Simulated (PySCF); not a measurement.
Input of a run (PBE0-D3(BJ)/def2-SVP geometry optimisation, gas phase (PySCF 2.14.0)), started from GFN2-xTB:
```
{"job": {"xc": "PBE0", "basis": "def2-SVP", "d3": "d3bj", "grid": 1, "shake": 0.01, "kind": "geom"}, "charge": -3, "multiplicity": 1}
S      0.079790    -0.340770     2.029120
P     -0.004120    -0.003530    -0.005540
S     -0.215020     2.008120    -0.387150
S      1.773290    -0.685370    -0.856400
S     -1.600370    -1.012420    -0.817930
```

Output (energies in Eh, forces in Eh/bohr):
```
step   0  E = -1932.62089736  max force = 0.015732
step   1  E = -1932.62296262  max force = 0.000496
step   2  E = -1932.62296453  max force = 0.000400
optimisation converged
```

Summarise the run.

The energy falls by 0.056 eV over 3 energy and gradient evaluations, the largest force component goes from 0.0157 to 4.0e-04 Eh/bohr, and the atoms move by 0.036 Å rms after alignment. The bond that changes most is P2–S5 (ends: phosphorus bonded to 4 S; sulfur bonded to P), which lengthens by 0.047 Å. Bonds longer at the end by more than 0.005 Å: 4 of 4; shorter: 0. The energy never rose by more than 1e-6 Eh on the way. The first step brought 100 % of the lowering.

What are the final bond lengths?

S1=P2 2.102 Å, P2–S3 2.102 Å, P2–S4 2.102 Å, P2–S5 2.102 Å. Numbering counts from 1 in the input's order; the species is `S=P([S-])([S-])[S-]`.

The run used 90 basis functions and 20 SCF cycles in all. On an Arm Neoverse V1 with one thread, shared host with 32 logical CPUs at a one-minute load of 23, this took 9.9 s of wall time and 0.39 GiB of memory at its peak.

No PBE0-D3(BJ)/def2-SVP frequencies stand behind this structure, so it isn't proved a minimum. Whether so highly charged an anion holds all its electrons in the gas phase wasn't checked; a finite basis holds them in any case. No counter-ion or solvent screens the charge of this multiply charged ion. The geometry's basis has no diffuse functions, a weakness for an anion.
